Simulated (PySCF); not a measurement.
Gas-phase reaction: 2 BF2 + 3 H2 = 2 BH2F + 2 HF

Method: PySCF energies plus ideal-gas RRHO corrections (1 bar). † marks an energy on the PBE0/def2-TZVP geometry and frequencies; other levels use their own. MP2 freezes the core. 6-31G* has spherical d functions here. Open shells (unrestricted): BF2 (multiplicity 2); the rest are closed-shell singlets. B3LYP is the form with VWN-RPA correlation. BH2F: computed as isolated molecules; such fragments, hydroxides, amides, oligomers or adducts are transient or little studied in the gas. MP2 isn't extrapolated to the basis-set limit; its ΔH°(298 K) is -128.0 kJ in def2-SVP and -158.3 kJ in def2-TZVPP. The harmonic model lacks anharmonicity and excited electronic states, which grow with temperature; levels with a mode under 35 cm⁻¹ are left out.

| level | ΔE electronic, kJ | ΔH°(298 K), kJ | ΔS°(298 K), J/K | ΔG°(2000 K), kJ |
|---|---|---|---|---|
| B3LYP/6-31G* | -112 | -72 | -92 | 153 |
| BLYP/def2-TZVP† | -154 | -112 | -92 | 111 |
| HF/6-31G* | -103 | -57 | -91 | 169 |
| MP2/def2-SVP† | -170 | -128 | -92 | 95 |
| PBE0/def2-SVP† | -163 | -121 | -92 | 102 |
| r2SCAN/def2-TZVP† | -135 | -93 | -92 | 130 |
| LDA/def2-TZVP† | -193 | -151 | -92 | 72 |
ΔH° is lowest at LDA/def2-TZVP† and highest at HF/6-31G*. No reference value is set beside these.
